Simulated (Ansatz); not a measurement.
**B₂H₃Cl: one species, many methods**

One table from this session's results is given with a row withheld; the runs are named, their logs left out.

Computed with Ansatz 0.2.0, Gaussian basis. Level: functionals in def2-TZVPP, the program's frozen cores in correlated methods.

The runs, in order: LDA (SPW92), PBE-D4, revPBE-D4, BLYP-D4, r2SCAN-D4, B97M-V, PBE0-D4, B3LYP-D4, r2SCANh-D4, r2SCAN0-D4, HSE06-D4, BHLYP-D4, CAM-B3LYP-D4, LC-ωPBE, ωB97X-V, ωB97M-V, B2PLYP, PBE-QIDH; CCSD(T)/def2-SVP; CCSD(T)/def2-TZVPP; MP2/def2-QZVPP; extrapolation to the limit; RPA on PBE.

1 further run of the same task is left out (it didn't finish).

## The geometry

The geometry comes from an earlier relaxation with PBE0-D4 in a triple-zeta def2 set; it is a stationary point.

SMILES `BBCl`, 6 atoms, charge 0, spin multiplicity 1.

Atoms are counted from 1 here; the program's logs count them from 0.

Bond lengths: B1–B2 1.654 Å, B1–H4 1.198 Å, B1–H5 1.198 Å, B2–Cl3 1.753 Å, B2–H6 1.196 Å. Angles: B2–B1–H4 121.7°, B2–B1–H5 121.6°, H4–B1–H5 116.7°, B1–B2–Cl3 117.9°, B1–B2–H6 126.1°, Cl3–B2–H6 116.1°.

The first run:

in.yaml reads:

```yaml
crystal:
  periodic: [false, false, false]
  atoms:
    - {symbol: B, position_ang: [-0.293967, 0.024628, -0.830417]}
    - {symbol: B, position_ang: [0.390789, -0.174245, 0.661772]}
    - {symbol: Cl, position_ang: [-0.208209, 0.817989, 1.976811]}
    - {symbol: H, position_ang: [0.135724, 0.817858, -1.619109]}
    - {symbol: H, position_ang: [-1.250426, -0.610958, -1.172709]}
    - {symbol: H, position_ang: [1.268089, -0.939371, 0.937552]}
basis:
  gaussian: {orbitals: def2-TZVPP}
hamiltonian: {xc: lda}
output: {orbitals: {seedname: orbitals}}
```

Launch:

```bash
> ansatz run in.yaml --threads 2 --pin off --events-out ev --progress --plain --max-ram 4352MiB
```

Steps of the session up to this table: LDA; PBE-D4 (GGA); revPBE-D4 (GGA); BLYP-D4 (GGA); r2SCAN-D4 (meta-GGA); B97M-V (meta-GGA); PBE0-D4 (hybrid); B3LYP-D4 (hybrid); r2SCANh-D4 (hybrid); r2SCAN0-D4 (hybrid); HSE06-D4 (hybrid); BHLYP-D4 (hybrid); CAM-B3LYP-D4 (range-separated); LC-ωPBE (range-separated); ωB97X-V (range-separated); ωB97M-V (range-separated); B2PLYP (double hybrid); PBE-QIDH (double hybrid).

One of the session's tables, all rows but one given; the rest of the session is left out.

It belongs to the step «Orbital energies across the functionals». 

| functional | HOMO (eV) | LUMO (eV) | gap (eV) |
| --- | --- | --- | --- |
| LDA (SPW92) | -6.85 | -3.45 | 3.40 |
| PBE-D4 | -6.77 | -3.13 | 3.64 |
| revPBE-D4 | -6.74 | -3.00 | 3.73 |
| BLYP-D4 | -6.67 | -2.96 | 3.72 |
| r2SCAN-D4 | -7.05 | -2.73 | 4.31 |
| B97M-V | -7.15 | -2.85 | 4.30 |
| PBE0-D4 | -8.10 | -2.10 | 6.01 |
| B3LYP-D4 | -7.90 | -2.31 | 5.58 |
| r2SCANh-D4 | -7.54 | -2.38 | 5.15 |
| r2SCAN0-D4 | -8.28 | -1.87 | 6.41 |
| HSE06-D4 | -7.70 | -2.48 | 5.22 |
| BHLYP-D4 | -9.36 | -1.02 | 8.34 |
| CAM-B3LYP-D4 | -9.51 | -0.98 | 8.53 |
| LC-ωPBE | -10.88 | 0.25 | 11.14 |
| ωB97X-V | ? | ? | ? |
| ωB97M-V | -10.35 | -0.13 | 10.22 |

Estimate the missing values for ωB97X-V.

As computed: HOMO (eV): -10.52; LUMO (eV): 0.14; gap (eV): 10.66. In the column «HOMO (eV)» it lies between LC-ωPBE (-10.88) and ωB97M-V (-10.35).
